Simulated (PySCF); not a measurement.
`C/C=C\CC=O`. Computed geometry: GFN2-xTB, gas phase.

```
atom  x, y, z in Å
C1    -1.7345    0.3677   -0.6155
C2    -1.0869    0.3419    0.7287
C3     0.0879   -0.1814    1.0462
C4     1.0470   -0.8513    0.1017
C5     1.9559    0.1931   -0.4889
O6     3.1494    0.2109   -0.3941
H7    -1.1378   -0.1294   -1.3743
H8    -1.8962    1.4000   -0.9251
H9    -2.7115   -0.1126   -0.5631
H10   -1.6730    0.8039    1.5131
H11    0.4404   -0.1085    2.0654
H12    1.6439   -1.5986    0.6253
H13    0.5072   -1.3299   -0.7177
H14    1.4076    0.9939   -1.0240
```

(1) What is the longest distance between nuclei?

(2) How far are the heavy atoms from their best plane (unweighted least squares)?

(3) Work out the bond lengths C1–H8, C1–H9, C2=C3, C2–H10, C3–C4, C3–H11, C5=O6, C5–H14 in Å.

(4) How far apart are these pairs, which share no bond: C2···H11, C3···C5, C4···H9, C4···H11?

(5) What is the repulsion energy of the bare nuclei, Σ ZA·ZB/RAB?

(6) What are the angles H8–C1–H9, C2–C3–C4, C5–C4–H12, C3–C4–C5?

(7) Where is the centre of mass (commonest isotopes), and what is the radius of gyration?

(8) Give the dihedral angles C1–C2–C3–H11, H11–C3–C4–H12, C3–C4–C5–O6, H10–C2–C3–C4, H7–C1–C2–C3.

(9) Write the matrix of distances between heavy atoms (Å, lower triangle).

Results:

(1) O6···H9, 5.87 Å; the next longest distance is 5.22 Å.

(2) 0.369 Å rms; C1 0.15, C2 0.39, C3 0.14, C4 0.74, C5 0.09, O6 0.26 Å (magnitudes).

(3) For C1–H8 the difference vector is (-0.1617, 1.0323, -0.3096) Å, of length 1.0898 Å. C1–H8 1.090; C1–H9 1.090; C2=C3 1.325; C2–H10 1.083; C3–C4 1.504; C3–H11 1.081; C5=O6 1.197; C5–H14 1.108 Å.

(4) C2···H11 2.079 Å (2 bonds apart); C3···C5 2.447 Å (2 bonds apart); C4···H9 3.888 Å (4 bonds apart); C4···H11 2.185 Å (2 bonds apart).

(5) 217.69 Eh over 91 pairs, with full nuclear charges and distances in bohr; the largest single term is 21.21 Eh (C5 with O6).

(6) From the scalar product of the two bond vectors; for H8–C1–H9 it is -0.3541 Å² over 1.0898 × 1.0899 Å², cos θ = -0.2981. H8–C1–H9 107.3°; C2–C3–C4 126.2°; C5–C4–H12 109.5°; C3–C4–C5 108.8°.

(7) Mass 84.058 u; centre at (0.597, 0.021, 0.030) Å; Rg = √(Σ m r²/M) = 1.954 Å. As Ia + Ib + Ic = 2 Σ m r², the three principal moments sum to 641.7 u·Å².

(8) C1–C2–C3–H11 179° (antiperiplanar); H11–C3–C4–H12 31° (synclinal); C3–C4–C5–O6 121° (anticlinal); H10–C2–C3–C4 -179° (antiperiplanar); H7–C1–C2–C3 1° (synperiplanar). Dihedral signs follow IUPAC: positive where, seen along the central bond, the front bond turns clockwise onto the rear one.

(9) 
```
C1    0.000
C2    1.492  0.000
C3    2.527  1.325  0.000
C4    3.120  2.524  1.504  0.000
C5    3.697  3.281  2.447  1.505  0.000
O6    4.891  4.385  3.406  2.407  1.197  0.000
```

Stationary, but not proved a minimum. One conformer, not necessarily the lowest.
